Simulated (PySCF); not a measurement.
Compound: C2H3Cl2 (doublet state).
Atom-mapped SMILES: `[CH3:1][C:2]([Cl:3])[Cl:4]` (hydrogens: H5, H6, H7 on C1)

Level of theory: UKS B3LYP, IGLO-III on C Cl, pcH-1 on H, non-relativistic, mean-field spin-orbit, GIAO (PySCF 2.14.0). Isolated species at its PBE0-D3(BJ)/def2-SVP geometry, gas phase. Stability of the SCF solution: not tested.

Question: What is the g tensor, term by term?

Answer: 
```json
{"Δg (ppt)": "relativistic mass correction", "1": "-0.20", "2": "-0.20", "3": "-0.20"}
{"Δg (ppt)": "gauge correction", "1": "0.01", "2": "0.03", "3": "0.03"}
{"Δg (ppt)": "orbital Zeeman/spin–orbit", "1": "-1.26", "2": "8.42", "3": "9.38"}
{"Δg (ppt)": "total", "1": "-1.45", "2": "8.26", "3": "9.21"}
```

So g = 2.00087, 2.01058, 2.01153 and g_iso = 2.00766; the tensor is close to axial: the two nearest values differ by 9 % of g3 − g1. Axes: g3 points within 10° of the C1–C2 bond.

Question: Average each term over the three axes. Which is largest in size?

Answer: The orbital-Zeeman/spin–orbit term 5.51, the mass correction -0.20 and the gauge correction 0.02 ppt, for a total of 5.34 ppt. The orbital-Zeeman/spin–orbit term is the largest in size. The mass correction is the same along every axis, so the anisotropy comes from the other two: their spans along these axes are 0.03 (gauge) and 10.64 ppt (orbital Zeeman/spin–orbit).

Question: At 9.317 GHz, how far is the centre of the isotropic spectrum from where a free electron (g = 2.002319) resonates?

Answer: B = hν/(g μB) with μB/h = 13.99624 MHz/mT gives 332.45 mT for the free electron and 331.57 mT at g_iso, 0.88 mT lower.

Question: What are the electron Larmor frequencies g μB B/h along the three axes at 1200 mT?

Answer: 33.6056, 33.7687, 33.7847 GHz for g1, g2 and g3, a range of 179.1 MHz.

Question: In a frozen sample, at which fields do the three g values resonate at 9.5, 34, 94 and 263 GHz (hyperfine left aside), and which band first spreads them over more than twice a line width of 0.5 mT?

Answer: 
```tsv
band	GHz	B(g3) mT	B(g2) mT	B(g1) mT	spread mT
X	9.5	337.43	337.59	339.23	1.80
Q	34.0	1207.65	1208.22	1214.08	6.44
W	94.0	3338.79	3340.38	3356.59	17.80
J	263.0	9341.51	9345.95	9391.30	49.79
```

The spread grows in proportion to the frequency. X band is the first where it exceeds 1.0 mT.

Largest spin populations (Mulliken): C2 (+0.83), Cl4 (+0.08), Cl3 (+0.08) and C1 (-0.08). No atom but C2 exceeds +0.15. The positive populations add up to 1.08 and the negative ones to -0.08, together 2S = 1. The angles at C2 add up to 352.6°, so it is slightly pyramidal.

The HOMO–LUMO gaps are 5.74 eV among the α and 6.45 eV among the β orbitals.
